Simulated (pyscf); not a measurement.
Thermochemistry of product channels of •C≡N (SMILES [C]#N) + HC≡CH (SMILES C#C) on the doublet surface, in kcal/mol, from ωB97M-D3(BJ)/def2-TZVP energies (ideal gas, 1 atm, RRHO with modes under 100 cm⁻¹ raised to 100, one conformer, R ln 2 for rigid chiral ones). Single points on ωB97X-D3(BJ)/def2-SVP structures (PySCF, gas phase).

| products | ΔE | ΔH(298 K) | ΔG(298 K) | ΔG(600 K) |
|---|---|---|---|---|
| H₂C=C•–C≡N (SMILES C=[C]C#N) | ? | -68.8 | -60.3 | -51.6 |
| C₃H₂N (SMILES [N]=c1cc1) [doublet] | ? | -38.8 | -29.1 | -19.0 |
| •HC=CH–C≡N (SMILES [CH]=CC#N) | ? | -61.0 | -52.2 | -43.2 |
| •C≡C–C≡N (SMILES [C]#CC#N) + H₂ (SMILES [H][H]) | +13.4 | +8.6 | +9.3 | +9.7 |
| HC≡N (SMILES C#N) + •C≡CH (SMILES [C]#C) | +4.5 | +4.2 | +3.7 | +3.0 |

Question: Some entries are withheld; supply them.

Answer: 
- H₂C=C•–C≡N (SMILES C=[C]C#N), ΔE: -70.3
- C₃H₂N (SMILES [N]=c1cc1) [doublet], ΔE: -40.4
- •HC=CH–C≡N (SMILES [CH]=CC#N), ΔE: -62.8

These are energies of the channels, which say nothing of barriers. C₂H has a Π state close over its Σ ground state, and the state reached was not checked.
